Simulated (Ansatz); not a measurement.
# C2HF3O: a nudged elastic band in two tries

The task is a band of images between two relaxed ends. SMILES of the start: OC(F)=C(F)F.

Program: Ansatz 0.2.0. Level of theory: RKS PBE0/def2-SVP. These are calculated values, not measurements.

## Step 1: Starting point

Bond lengths: O1–C2 1.335 Å, C2–F3 1.313 Å, C2–C4 1.333 Å, C4–F5 1.327 Å, C4–F6 1.311 Å, O1–H7 0.965 Å. Angles: O1–C2–F3 112.3°, O1–C2–C4 126.2°, F3–C2–C4 121.5°, C2–O1–H7 109.3°, C2–C4–F5 121.0°, C2–C4–F6 125.6°, F5–C4–F6 113.5°.

Coordinates:

```xyz
7

O    -0.1728   -0.9697   -1.2060
C     0.1162   -0.5959    0.0423
F     0.4871   -1.6073    0.7934
C     0.0539    0.6441    0.5266
F    -0.3222    1.6588   -0.2416
F     0.3403    0.9977    1.7560
H    -0.4412   -0.1957   -1.7163
```

## Step 2: First attempt

input.yaml reads:

```yaml
crystal:
  periodic: [false, false, false]
  atoms:
    - { symbol: O, position_ang: [-0.172811, -0.969708, -1.205958] }
    - { symbol: C, position_ang: [0.11617, -0.595852, 0.042346] }
    - { symbol: F, position_ang: [0.487116, -1.607316, 0.793357] }
    - { symbol: C, position_ang: [0.053888, 0.644133, 0.526618] }
    - { symbol: F, position_ang: [-0.322176, 1.658848, -0.241609] }
    - { symbol: F, position_ang: [0.340337, 0.997686, 1.755957] }
    - { symbol: H, position_ang: [-0.441224, -0.195692, -1.716311] }
basis:
  gaussian: { orbitals: def2-SVP }
hamiltonian:
  xc: pbe0
neb:
  order_check: false
  images: 9
  f_tol: 0.05
  max_iterations: 8
  initial_path: idpp
  spring: 20.0
  final_atoms:
    - { symbol: O, position_ang: [-0.58175382, -0.65552076, -1.20367192] }
    - { symbol: C, position_ang: [-0.00506252, -0.44042741, -0.02257722] }
    - { symbol: F, position_ang: [0.50116245, -1.51020474, 0.5875409] }
    - { symbol: C, position_ang: [0.02326404, 0.74491488, 0.58568073] }
    - { symbol: F, position_ang: [-0.43483463, 1.84550938, 0.04093938] }
    - { symbol: F, position_ang: [0.48203416, 0.92913731, 1.79982765] }
    - { symbol: H, position_ang: [0.07649032, -0.98130966, -1.83333953] }
  relax_end_points: true
```

The run is started by

```bash
$ ansatz run input.yaml --threads 1 --pin off --max-ram 2048MiB --backend cpu --events-out ev --progress --plain --runs-dir out
```

**Question.** What will these runs give? Wanted: first try.

**Answer**, as computed:

```
 quantity                                                                 value
first try                                                               refused
    cause  relaxing the ends inside the band is not offered in a Gaussian basis
```

In words: The fault in the first input was caught at the input check and cost nothing.
